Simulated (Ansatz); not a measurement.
# Osmium (hcp) across density functionals

All rows: Ansatz, plane waves with scalar-relativistic PAW, 420 eV (500 eV for the SCAN forms), relaxed under each functional, no dispersion correction, no zero-point motion. B₀ comes from uniform scaling at fixed shape; a dash is a value not given.

The measured cell (COD entry 9008510) has a = 2.735 Å, c = 4.319 Å (c/a = 1.579), 13.99 Å³/atom.

| functional | V (Å³/atom) | cell | B₀ (GPa) | magnetic state |
| --- | --- | --- | --- | --- |
| r²SCAN | 14.02 | a = 2.739 Å, c = 4.314 Å (c/a = 1.575) | 428 | spin not included |
| PBEsol | 13.89 | a = 2.730 Å, c = 4.305 Å (c/a = 1.577) | 432 | spin not included |
| LDA | 13.70 | a = 2.718 Å, c = 4.284 Å (c/a = 1.577) | 448 | spin not included |
| revPBE | 14.39 | a = 2.763 Å, c = 4.353 Å (c/a = 1.576) | 387 | spin not included |
| RPBE | 14.43 | a = 2.765 Å, c = 4.357 Å (c/a = 1.575) | 383 | spin not included |
| BLYP | 14.91 | a = 2.798 Å, c = 4.398 Å (c/a = 1.572) | 345 | spin not included |

Problem. What does PBE give?

Solution. V (Å³/atom): 14.28; cell: a = 2.756 Å, c = 4.343 Å (c/a = 1.576); B₀ (GPa): 397; magnetic state: spin not included.

Problem. Which functional comes closest to the measured volume?

Solution. r²SCAN, off by 0.2 %. The measured value holds thermal expansion and zero-point motion, which the calculations lack.
